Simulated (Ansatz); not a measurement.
A nudged elastic band was laid between two geometries of C2H7Al (10 atoms, charge 0, multiplicity 1).

Method: RKS PBE/6-31G* (Ansatz 0.2.0).

```json
{
 "movable images": "5",
 "climbing image": "yes",
 "spring": "20.0 eV/Å²",
 "optimiser": "quadratic models (default)",
 "start path": "through a guess of the saddle point",
 "force threshold": "0.05 eV/Å",
 "iteration limit": "60",
 "end points": "relaxed"
}
```

Initial state:

```xyz
10
Properties=species:S:1:pos:R:3
Al 0.126 -0.089 0.457
H -0.223 -0.310 2.019
C 2.027 0.033 -0.064
H 2.572 -0.888 0.218
H 2.182 0.197 -1.143
H 2.531 0.857 0.477
C -1.374 0.037 -0.820
H -1.936 -0.917 -0.854
H -2.104 0.804 -0.499
H -1.065 0.275 -1.851
```

Final state:

```xyz
10
Properties=species:S:1:pos:R:3
Al -1.371 -1.131 0.786
H 1.739 0.233 1.429
C 2.157 0.228 0.410
H 2.324 -0.812 0.089
H 1.461 0.723 -0.284
H 3.117 0.767 0.410
C -1.628 -0.154 -0.954
H -2.542 -0.496 -1.480
H -1.737 0.940 -0.806
H -0.783 -0.299 -1.658
```

(1) Which bonds break or form, and what moves?

(2) Give the energies along the band, and the barrier.

(3) What is the geometry of the highest image?

The band took 25 iterations and of the order of 4 core-minutes.

## Answers

(1) Bonds broken: Al1–H2, Al1–C3. Bonds formed: H2–C3. C2H7Al becomes CH3Al + CH4.

(2) The forces met the threshold. The highest image is number 2 of 0 to 6, 2.82 eV above the first end and 1.98 eV above the last; the last end lies 0.85 eV above the first. Neighbouring images differ by up to 2.8 eV, so the band resolves the path poorly. Another band between the same ends (5 images) ends at a top of the same energy, where a vibrational analysis finds 1 clearly imaginary mode. The orbitals stay closed-shell, which can raise the energy where a bond breaks towards radicals; this wasn't checked here.

```tsv
image	path coordinate (Å)	energy (eV)	Al1–H2 (Å)	Al1–C3 (Å)	H2–C3 (Å)
0	0.00	0.00	1.62	1.97	3.09
1	1.95	0.01	1.62	1.98	3.11
2	3.90	2.82	1.60	2.29	1.77
3	4.87	0.96	2.25	2.99	1.12
4	5.84	0.85	3.07	3.73	1.10
5	6.81	0.85	3.22	3.91	1.10
6	7.78	0.85	3.46	3.80	1.10
```

(3) 
```xyz
10
Properties=species:S:1:pos:R:3
Al -0.380 -0.283 0.965
H 1.025 -0.078 1.703
C 1.675 0.189 0.078
H 1.790 -0.718 -0.546
H 1.455 1.070 -0.550
H 2.614 0.360 0.627
C -1.247 -0.164 -0.818
H -2.305 -0.467 -0.802
H -1.188 0.882 -1.170
H -0.703 -0.791 -1.547
```

The run took 3.8 min on 1 thread of Intel(R) Xeon(R) Platinum 8259CL CPU @ 2.50GHz (Skylake/Cascade Lake), on a shared host, peak memory 0.14 GiB.
